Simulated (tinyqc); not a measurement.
Inside a calculation. Method: G0W0 on RHF in the sto-3g basis, for BH2+, spin multiplicity 1. One step of it, computed by the program tinyqc.

Task: Screening: direct RPA. With D = e_a - e_i and K = (ia|jb): diagonalise D^(1/2) (D + 4K) D^(1/2) = Z w^2 Z^T; X + Y = D^(1/2) Z w^(-1/2), each column of Z with its largest component positive (the first on a tie); E_c = (sum w - tr (D + 2K)) / 2.

orbital energies (hartree): MO1 -7.914510, MO2 -0.924474, MO3 -0.763840, MO4 -0.235822, MO5 -0.147944, MO6 0.159406, MO7 0.205540

Two-electron integrals over orbitals (pq|rs), unique and non-zero (hartree):
```
(11|11) 2.891861    (21|11) -0.257918   (21|21) 0.036706    (22|11) 0.613402
(22|21) -0.008178   (22|22) 0.464728    (31|11) 0.011792    (31|21) -0.001308
(31|22) 0.001689    (31|31) 0.008649    (32|11) -0.001864   (32|21) 0.000849
(32|22) 0.012986    (32|31) 0.013546    (32|32) 0.131785    (33|11) 0.535716
(33|21) -0.003400   (33|22) 0.446946    (33|31) -0.000913   (33|32) -0.008883
(33|33) 0.462192    (41|11) 0.155533    (41|21) -0.019866   (41|22) 0.013009
(41|31) 0.001062    (41|32) -0.000053   (41|33) 0.006175    (41|41) 0.026393
(42|11) -0.095129   (42|21) 0.006909    (42|22) 0.014158    (42|31) -0.000258
(42|32) 0.001414    (42|33) 0.016861    (42|41) 0.011183    (42|42) 0.072670
(43|11) 0.008753    (43|21) -0.000508   (43|22) 0.003429    (43|31) -0.002597
(43|32) 0.029099    (43|33) -0.002291   (43|41) -0.000552   (43|42) -0.003244
(43|43) 0.037106    (44|11) 0.681277    (44|21) -0.011726   (44|22) 0.430923
(44|31) 0.000312    (44|32) -0.001791   (44|33) 0.411676    (44|41) -0.009439
(44|42) -0.076498   (44|43) 0.005567    (44|44) 0.550891    (51|51) 0.021645
(52|51) 0.022112    (52|52) 0.075403    (53|51) -0.001028   (53|52) -0.002599
(53|53) 0.017817    (54|51) -0.012830   (54|52) -0.035715   (54|53) 0.001936
(54|54) 0.043634    (55|11) 0.742013    (55|21) -0.009510   (55|22) 0.467221
(55|31) 0.000409    (55|32) -0.000685   (55|33) 0.423812    (55|41) 0.005477
(55|42) -0.049605   (55|43) 0.004878    (55|44) 0.495208    (55|55) 0.586773
(61|11) 0.159814    (61|21) -0.024519   (61|22) 0.000503    (61|31) 0.005828
(61|32) 0.006814    (61|33) -0.001122   (61|41) 0.003309    (61|42) -0.013554
(61|43) -0.000823   (61|44) 0.016529    (61|55) 0.004629    (61|61) 0.025902
(62|11) -0.175278   (62|21) 0.005052    (62|22) -0.053442   (62|31) 0.002934
(62|32) 0.000451    (62|33) -0.015908   (62|41) -0.013020   (62|42) 0.003953
(62|43) -0.013811   (62|44) -0.041683   (62|55) -0.091381   (62|61) 0.005233
(62|62) 0.078682    (63|11) 0.093807    (63|21) -0.002474   (63|22) 0.025407
(63|31) -0.001427   (63|32) 0.054841    (63|33) 0.005804    (63|41) 0.000576
(63|42) -0.022799   (63|43) 0.032473    (63|44) 0.038243    (63|55) 0.048375
(63|61) 0.001122    (63|62) -0.042202   (63|63) 0.083078    (64|11) -0.100404
(64|21) 0.000633    (64|22) -0.026672   (64|31) -0.003414   (64|32) -0.028765
(64|33) 0.002128    (64|41) -0.001462   (64|42) 0.020383    (64|43) -0.004059
(64|44) -0.054012   (64|55) -0.050637   (64|61) -0.001369   (64|62) 0.041896
(64|63) -0.037707   (64|64) 0.046751    (65|51) -0.013337   (65|52) -0.041884
(65|53) 0.008186    (65|54) 0.008608    (65|65) 0.034238    (66|11) 0.600715
(66|21) -0.006816   (66|22) 0.456538    (66|31) -0.005512   (66|32) -0.074980
(66|33) 0.460940    (66|41) 0.018061    (66|42) 0.041575    (66|43) -0.033391
(66|44) 0.410309    (66|55) 0.440066    (66|61) -0.008489   (66|62) -0.029935
(66|63) -0.045093   (66|64) 0.007686    (66|66) 0.558338    (71|11) 0.070623
(71|21) -0.011375   (71|22) -0.001456   (71|31) -0.011179   (71|32) -0.016939
(71|33) 0.001231    (71|41) 0.001693    (71|42) -0.005534   (71|43) 0.004093
(71|44) 0.007063    (71|55) 0.002002    (71|61) 0.003523    (71|62) -0.002802
(71|63) 0.002739    (71|64) 0.004639    (71|66) 0.005294    (71|71) 0.020214
(72|11) -0.084394   (72|21) 0.002157    (72|22) -0.022183   (72|31) -0.007733
(72|32) 0.011805    (72|33) -0.007475   (72|41) -0.005391   (72|42) 0.006413
(72|43) 0.033137    (72|44) -0.022787   (72|55) -0.043320   (72|61) -0.003021
(72|62) 0.015006    (72|63) 0.030090    (72|64) 0.016783    (72|66) -0.041714
(72|71) 0.010199    (72|72) 0.063099    (73|11) -0.200282   (73|21) 0.005296
(73|22) -0.036352   (73|31) -0.000355   (73|32) 0.024507    (73|33) -0.021724
(73|41) 0.000363    (73|42) 0.056025    (73|43) 0.007062    (73|44) -0.087714
(73|55) -0.101065   (73|61) -0.005268   (73|62) 0.050284    (73|63) -0.017971
(73|64) 0.037077    (73|66) -0.021076   (73|71) -0.002025   (73|72) 0.044420
(73|73) 0.104066    (74|11) -0.038155   (74|21) 0.000555    (74|22) -0.002823
(74|31) 0.008128    (74|32) 0.068742    (74|33) -0.005794   (74|41) -0.000743
(74|42) 0.006840    (74|43) 0.002365    (74|44) -0.020882   (74|55) -0.018643
(74|61) 0.004821    (74|62) 0.016567    (74|63) 0.029761    (74|64) -0.008242
(74|66) -0.043465   (74|71) -0.010522   (74|72) 0.012892    (74|73) 0.032702
(74|74) 0.058160    (75|51) -0.005911   (75|52) -0.019131   (75|53) -0.014220
(75|54) 0.004242    (75|65) 0.007098    (75|75) 0.021328    (76|11) -0.003460
(76|21) 0.000709    (76|22) 0.014629    (76|31) 0.005822    (76|32) 0.074694
(76|33) -0.007747   (76|41) 0.005784    (76|42) 0.019056    (76|43) 0.030621
(76|44) -0.013813   (76|55) 0.000068    (76|61) -0.001083   (76|62) -0.018219
(76|63) 0.043793    (76|64) -0.020465   (76|66) -0.041903   (76|71) -0.008926
(76|72) 0.022995    (76|73) 0.031056    (76|74) 0.037108    (76|76) 0.066679
(77|11) 0.617795    (77|21) -0.007519   (77|22) 0.460055    (77|31) 0.006538
(77|32) 0.079161    (77|33) 0.455462    (77|41) 0.007161    (77|42) 0.006979
(77|43) 0.032531    (77|44) 0.437191    (77|55) 0.445752    (77|61) 0.005941
(77|62) -0.027439   (77|63) 0.062306    (77|64) -0.022058   (77|66) 0.413070
(77|71) -0.006451   (77|72) 0.018134    (77|73) -0.005921   (77|74) 0.039054
(77|76) 0.055030    (77|77) 0.543682
```

Give: D^(1/2) (D + 4K) D^(1/2); excitation energies w; X + Y; RPA correlation energy.

Result:

D^(1/2) (D + 4K) D^(1/2) (hartree^2), lower triangle:
```
         1>4      1>5      1>6      1>7      2>4      2>5      2>6     2>7
1>4  59.7729
1>5   0.0000  60.9920
1>6   0.1042   0.0000  66.0246
1>7   0.0535   0.0000   0.1141  66.5918
2>4   0.1029   0.0000  -0.1278  -0.0523   0.6744
2>5   0.0000   0.2172   0.0000   0.0000   0.0000   0.8372
2>6  -0.1502   0.0000   0.0619  -0.0332   0.0137   0.0000   1.5159
2>7  -0.0635   0.0000  -0.0365   0.1236   0.0226   0.0000   0.0664  1.5621
3>4  -0.0044   0.0000  -0.0068   0.0339  -0.0078   0.0000  -0.0418  0.1024
3>5   0.0000  -0.0090   0.0000   0.0000   0.0000  -0.0072   0.0000  0.0000
3>6   0.0061   0.0000   0.0123   0.0300  -0.0727   0.0000  -0.1689  0.1229
3>7   0.0040   0.0000  -0.0589  -0.0227   0.1831   0.0000   0.2062  0.1860

        3>4     3>5      3>6     3>7
3>4  0.3572
3>5  0.0000  0.4232
3>6  0.0907  0.0000   1.1592
3>7  0.0202  0.0000  -0.0680  1.3432
```

excitation energies w (hartree): 0.5825  0.6505  0.7864  0.9146  1.0245  1.0987  1.2621  1.3429  7.7312  7.8098  8.1243  8.1618

X + Y:
```
           1       2        3        4        5        6        7        8
1>4   0.0002  0.0000  -0.0047   0.0000   0.0007  -0.0057  -0.0014   0.0046
1>5   0.0000  0.0003   0.0000  -0.0105   0.0000   0.0000   0.0000   0.0000
1>6   0.0003  0.0000   0.0050   0.0000  -0.0012   0.0043   0.0019   0.0012
1>7  -0.0012  0.0000   0.0021   0.0000   0.0012   0.0020  -0.0049  -0.0010
2>4   0.0205  0.0000   0.8971   0.0000  -0.0392   0.1998  -0.0255   0.0832
2>5   0.0000  0.0189   0.0000   0.9213   0.0000   0.0000   0.0000   0.0000
2>6   0.0405  0.0000   0.0746   0.0000   0.2551  -0.5408  -0.4892   0.5378
2>7  -0.1006  0.0000   0.0096   0.0000  -0.3630  -0.2504   0.6760   0.5057
3>4   0.9446  0.0000  -0.0116   0.0000   0.0396  -0.0033   0.0705   0.0134
3>5   0.0000  0.9729   0.0000  -0.0142   0.0000   0.0000   0.0000   0.0000
3>6  -0.1171  0.0000   0.1276   0.0000   0.8170  -0.1478   0.3789  -0.1000
3>7  -0.0289  0.0000  -0.2784   0.0000   0.2627   0.6984  -0.0358   0.4724

           9      10       11       12
1>4   0.9964  0.0000   0.0143   0.0102
1>5   0.0000  0.9972   0.0000   0.0000
1>6  -0.0168  0.0000   0.9783   0.1907
1>7  -0.0077  0.0000  -0.1918   0.9789
2>4   0.0005  0.0000  -0.0005  -0.0003
2>5   0.0000  0.0011   0.0000   0.0000
2>6  -0.0010  0.0000   0.0004  -0.0001
2>7  -0.0004  0.0000  -0.0004   0.0006
3>4   0.0000  0.0000  -0.0001   0.0001
3>5   0.0000  0.0000   0.0000   0.0000
3>6   0.0000  0.0000   0.0000   0.0002
3>7   0.0000  0.0000  -0.0003  -0.0002
```

RPA correlation energy = -0.058854 hartree
